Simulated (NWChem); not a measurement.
Species: difluoromethane (CH2F2); SMILES FCF

```xyz
5

F      1.0976     0.0000    -0.2887
C      0.0000     0.0000     0.4996
F     -1.0976     0.0000    -0.2887
H      0.0000     0.9118     1.1031
H      0.0000    -0.9118     1.1031
```
Atoms are numbered in this order, from 1.

Level: PBE0-D3(BJ)/def2-TZVP (NWChem), optimised geometry, unscaled harmonic frequencies. 

| frequency (cm⁻¹) | IR intensity (km/mol) |
|---|---|
| 532 | 4.6 |
| 1124 | 251.5 |
| 1142 | 104.8 |
| 1187 | 18.0 |
| 1271 | 0.0 |
| 1460 | 19.7 |
| 1529 | 0.7 |
| 3059 | 45.6 |
| 3129 | 40.3 |

```yaml
zero_point_energy: 20.6 kcal/mol
thermal correction to the enthalpy at 298.15 K (with zero-point energy): 23.2 kcal/mol
heat capacity Cv: 8.2 cal/(mol K)
entropy at 298.15 K and 1 atm (symmetry number 2): 58.9 cal/(mol K)
dipole_moment: 1.86 D
```

Rigid rotor and harmonic oscillator.
